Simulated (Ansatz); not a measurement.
Zinc-blende AlP was calculated with PBE (plane waves, PAW; Ansatz, a quantum-chemistry and plane-wave program).

The same calculation (at the measured cell, 20.380 Å³/atom) with different numerical settings:

```tsv
run	k mesh	electronic dielectric constant ε∞	static dielectric constant	TO(Γ) frequency (cm⁻¹)	rough time
1	4×4×4	7.047	9.193	440.4	5 core-s
2	6×6×6	7.758	9.915	439.4	9 core-s
3	8×8×8	7.986	10.145	439.3	20 core-s
4	12×12×12	8.073	10.232	439.3	50 core-s
5	16×16×16	8.081	10.240	439.3	100 core-s
6	20×20×20	8.081	10.240	439.3	3 core-min
```

In the column static dielectric constant the first row differs from the last by -1.047 and the next to last by 0.000.

The last row is no converged limit: other settings stay fixed.
